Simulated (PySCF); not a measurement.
EPR parameters of HCO

HCO (doublet state).
Atom-mapped SMILES: `[CH:1]=[O:2]` (hydrogens: H3 on C1)

Cartesian coordinates in Å at the PBE0-D3(BJ)/def2-SVP level; atoms count from 1:
```
atom  x, y, z in Å
C1    -0.020    0.354   -0.006
O2     1.043   -0.140   -0.023
H3    -1.000   -0.219    0.003
```

Method: UKS B3LYP, IGLO-III on C O, pcH-1 on H, non-relativistic, mean-field spin-orbit, GIAO (PySCF). Geometry: PBE0-D3(BJ)/def2-SVP; no solvent, vibrations or thermal averaging.

* g1, g2, g3: 1.99501, 2.00208, 2.00454
* g_iso: 2.00054
* Form of g: rhombic: the two nearest values differ by 26 % of g3 − g1
* ⟨S²⟩: 0.7534 (exact 0.7500)
* HOMO–LUMO gap, α and β orbitals: 4.51, 8.45 eV
* Total energy: -113.90569 Eh
* Basis functions: 80

Isotropic coupling and dipolar principal values T1 to T3, in MHz:

| atom | isotope | a_iso | T1 | T2 | T3 | Mulliken spin population |
| --- | --- | --- | --- | --- | --- | --- |
| C1 | 13C | 395.1 | -47.7 | -42.2 | 89.9 | 0.59 |
| O2 | 17O | -34.7 | -109.6 | 51.4 | 58.2 | 0.23 |
| H3 | 1H | 391.4 | -14.8 | -6.7 | 21.4 | 0.18 |

The largest Mulliken spin populations are on C1 (+0.59), O2 (+0.23) and H3 (+0.18). Three atoms exceed +0.15.

The SMILES `[CH]=O` draws the unpaired electron on C1, whose computed spin population is only +0.59.

Axes: g1 points within 15° of the C1–O2 bond and g3 is normal to the molecular plane.

Under fast tumbling the dipolar parts average out, and these isotropic splittings remain: 1 × 1H (H3, I = 1/2, 2 lines) with 13.98 mT.

The 17O coupling of O2 (-34.7 MHz) shows only in satellite lines or after enrichment, since that isotope makes up about 0.038 % of natural oxygen.

The 13C coupling of C1 (395.1 MHz) shows only in satellite lines or after enrichment, since that isotope makes up about 1.07 % of natural carbon.
